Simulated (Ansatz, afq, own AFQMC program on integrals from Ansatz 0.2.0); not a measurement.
**Ga⁻, singlet in aug-cc-pVTZ, levels against full CI**

A free Ga anion.

Basis aug-cc-pVTZ. Noble-gas cores (and the filled d shells of Ga–Kr and In–Xe) are frozen. AFQMC by an in-house program on the Cholesky factors that Ansatz 0.2.0 writes for its CCSD(T) run. The CISD trial takes its coefficients from CCSD amplitudes. Released means that phaseless walkers are propagated on without the constraint, phases kept. Error bars are statistical, one sigma. No spin–orbit coupling.

Determinant: RHF, the one that the program's search chose, which needn't be the lowest solution.

Full CI on the same integrals is exact in this basis and with this determinant's frozen core.

Cautions: no relativity below Rb; no spin-orbit coupling; inner d shell frozen; another spin lies lower (by 380 meV); at this level and basis the anion state lies above a neutral one; restricted determinant unstable towards unrestricted (UHF 737 meV lower, ⟨S²⟩ 1.03); strong correlation (T1 0.025, weight of the determinant 0.83, largest double 0.12); the released energies have errors that jump between times, so the bars are unsure, so no released level is given (meV from the phaseless value at times in 1/Eh: -3.2 ± 1.9 at 0.24, -13 ± 8 at 0.51, -11.5 ± 2.0 at 0.99, -13.9 ± 2.1 at 1.62, -18 ± 3 at 2.40); the ph-AFQMC/CISD walk drifts between its halves (2.9 errors); the determinant fills the p orbitals unequally in pairs, so it mixes two states of the atom (¹D and ¹S), and each level undoes that mixture to a different degree, while full CI gives the lower state; CCSDT(Q) on the UHF determinant differs (382 meV lower), perhaps since the unrestricted series falls towards higher spin.

```
T1 diagnostic                               : 0.0250
weight of the determinant in the CISD state : 0.827
size of the correlated space                : 4 electrons in 45 orbitals
```

Reference: full CI, correlation energy -2.252 eV. The cautions show a poor starting determinant, so the rows tell how each method copes with it here, and full CI is the sure value.

```
        level  E − E(reference) (kJ/mol)  share of correlation (%)
           HF                      217.3                      0.00
          MP2                       68.2                     68.63
         CCSD                       17.0                     92.16
      CCSD(T)                        7.8                     96.39
        CCSDT                        3.7                     98.30
     CCSDT(Q)                        1.0                     99.55
  ph-AFQMC/HF                 14.8 ± 1.6                     93.18
ph-AFQMC/CISD                  8.7 ± 0.1                     95.98
```

CCSDT and higher add their correlation energy to the determinant of the CCSD(T) run, since their own runs factorise the integrals more tightly (a shift of under 2 meV).
